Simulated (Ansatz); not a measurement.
# CH2Cl−: functionals against CCSD(T) at one geometry

One table from this session's results is given with a row withheld; the runs are named, their logs left out.

The runs use Ansatz 0.2.0, Gaussian basis; single points in def2-TZVPPD.

Cores are frozen in the correlated methods. B3LYP uses VWN-RPA correlation.

## The system as given

SMILES `[CH2-]Cl`, 4 atoms, charge -1, spin multiplicity 1.

Atoms are counted from 1 here; the program's logs count them from 0.

Bond lengths: C1–Cl2 1.881 Å, C1–H3 1.105 Å, C1–H4 1.119 Å. Angles: Cl2–C1–H3 100.2°, Cl2–C1–H4 99.8°, H3–C1–H4 103.7°.

As a file:

| atom | x (Å) | y (Å) | z (Å) |
| --- | --- | --- | --- |
| C1 | 0.32170 | -0.33360 | 0.16350 |
| Cl2 | -0.45630 | 1.28460 | 0.72350 |
| H3 | -0.58740 | -0.91180 | -0.08310 |
| H4 | 0.71640 | -0.02040 | -0.83600 |

The first run:

run/in.yaml

```yaml
crystal:
  periodic: [false, false, false]
  atoms:
    - {symbol: C, position_ang: [0.321700, -0.333600, 0.163500]}
    - {symbol: Cl, position_ang: [-0.456300, 1.284600, 0.723500]}
    - {symbol: H, position_ang: [-0.587400, -0.911800, -0.083100]}
    - {symbol: H, position_ang: [0.716400, -0.020400, -0.836000]}
basis:
  gaussian: {orbitals: "def2-TZVPPD.json"}
total_charge: -1
correlation: {method: ccsd_t}
output: {forces: true}
```

The basis file named in the input lies beside it (Basis Set Exchange, JSON).

The command line of these runs was not kept.

Steps of the session up to this table: CCSD(T)/def2-TZVPPD; PBE0-D4/def2-TZVPPD; wB97M-V/def2-TZVPPD; r2SCAN-D4/def2-TZVPPD; PBE-D4/def2-TZVPPD; BHLYP-D4/def2-TZVPPD; B3LYP-D4/def2-TZVPPD.

One table of the session follows, with a row left open; its other results are not shown here.

```
   method  RMS force component (eV/Å)  angle to CCSD(T) forces (°)
  CCSD(T)                       0.277                    reference
  PBE0-D4                           ?                            ?
  wB97M-V                       0.275                         16.5
r2SCAN-D4                       0.258                          6.2
   PBE-D4                       0.234                         30.6
 BHLYP-D4                       0.388                         30.3
 B3LYP-D4                       0.337                          7.6
```

**Question.** Estimate the row for PBE0-D4.

As computed: RMS force component (eV/Å): 0.192; angle to CCSD(T) forces (°): 20.8. In the column «RMS force component (eV/Å)» it is the lowest.

Limits of these values: The anion's highest level is positive in at least one run, so there the basis alone may hold the extra electron.
